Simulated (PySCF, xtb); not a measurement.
CH3O, SMILES C=[OH+], charge +1.

GFN2-xTB in xtb 6.7.1 at its own geometry gives an orbital gap of 3.86 eV.

The structure is a stationary point at B3LYP-D3(BJ)/def2-TZVP. The isomer is the one that the SMILES or the coordinates give; other isomers of the formula were not compared.

Task: What does PBE0/def2-TZVPD in PySCF give? (The exact figures need the calculation; the answer reports its results.)

Result: gap 8.52 eV (levels -18.57 and -10.05 eV).
